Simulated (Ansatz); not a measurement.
**Worked example: HGaAl⁺, quintet against HGaAl, quartet**

Geometry (PBE0/def2-TZVP stationary point of a quartet), kept for both states (HGaAl, quartet: Σ⁻; HGaAl⁺, quintet: Σ⁻):

```xyz
3

Al    0.0000    0.0000    2.0585
Ga    0.0000    0.0000   -0.2499
H     0.0000    0.0000   -1.8086
```

Basis 6-31G (Cartesian d functions); Ansatz 0.2.0. Only valence electrons are correlated (noble-gas cores and the filled d shells of p-block atoms frozen). R marks a restricted (for open shells ROHF) determinant. No spin–orbit coupling is included, and no scalar relativity.

Full CI is exact within this basis and frozen core; it isn't the basis-set limit.

| level | E(HGaAl, quartet) (hartree) | E(HGaAl⁺, quintet) (hartree) |
| --- | --- | --- |
| RCCSD(T) | -2165.394805 | -2165.005050 |
| PBE | -2166.985008 | -2166.578552 |
| wB97M-V | -2167.284541 | -2166.867873 |
| full CI | -2165.395793 | -2165.006200 |

Problem. Give the vertical gap, HGaAl⁺ quintet less HGaAl quartet, at each level in eV (1 hartree = 27.2114 eV), and each error against full CI.

Solution. full CI: (-2165.006200 − (-2165.395793)) × 27.2114 = 10.601 eV (the reference)
wB97M-V: (-2166.867873 − (-2167.284541)) × 27.2114 = 11.338 eV, error 0.737 eV
PBE: (-2166.578552 − (-2166.985008)) × 27.2114 = 11.060 eV, error 0.459 eV
RCCSD(T): (-2165.005050 − (-2165.394805)) × 27.2114 = 10.606 eV, error 0.005 eV

Total energies of functionals can't be set beside those of wave-function methods, since they hold the core's correlation and their own absolute errors; only the differences compare.

The set has no polarisation functions, so the order and spacing of states can differ from the basis-set limit.

In so small a basis the reference is far from its limit while semilocal and hybrid functionals are nearer theirs, so the functionals' errors here hold much of the reference's basis and frozen-core error, which can add to them or hide them.

Each level lands on the state that its own search finds. T1 diagnostics of restricted CCSD: 0.038 and 0.067.
